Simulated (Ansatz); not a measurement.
## BH3PSi: where a starting geometry ends

The starting geometry of this gas-phase doublet was optimised with GFN2-xTB.

```xyz
6

B    -0.1905   -0.1927    0.0817
P     1.0015    0.7202   -1.1116
Si    1.9336   -0.8049    0.2305
H     0.9822   -0.2026   -2.1699
H    -0.8745   -1.0707   -0.2928
H    -0.4616    0.3712    1.0786
```

**Question.** Predict what becomes of its bonds when it is optimised with PBE0-D3(BJ)/def2-SVP.

**Answer.** A new bond forms, giving a structure with H6 bridging B1 and Si3, given below by its coordinates. Distances that change by over a tenth: B1–H6 (1.18 → 1.31 Å). Contacts that close: Si3–H6 (2.80 → 1.77 Å).

The energy falls by 0.29 eV over 20 steps:

```json
{"step": "1", "E − E(last) (eV)": "0.286"}
{"step": "3", "E − E(last) (eV)": "0.203"}
{"step": "5", "E − E(last) (eV)": "0.198"}
{"step": "7", "E − E(last) (eV)": "0.197"}
{"step": "9", "E − E(last) (eV)": "0.196"}
{"step": "12", "E − E(last) (eV)": "0.035"}
{"step": "14", "E − E(last) (eV)": "0.002"}
{"step": "16", "E − E(last) (eV)": "0.000"}
{"step": "18", "E − E(last) (eV)": "0.000"}
{"step": "20", "E − E(last) (eV)": "0.000"}
```

Final geometry (Å):

```xyz
6

B    -0.2132   -0.3284   -0.1369
P     0.9113    0.7005   -1.2356
Si    1.7099   -0.4169    0.5986
H     1.1730   -0.2032   -2.3123
H    -1.2559   -0.9208   -0.1964
H     0.0655   -0.0106    1.0990
```

Frequencies at the end are all real (lowest 341 cm⁻¹). Open shells are spin-unrestricted. Run with Ansatz 0.2.0, 2.8 min on 1 thread of Intel(R) Xeon(R) Processor @ 2.50GHz (Skylake/Cascade Lake), on a shared host.
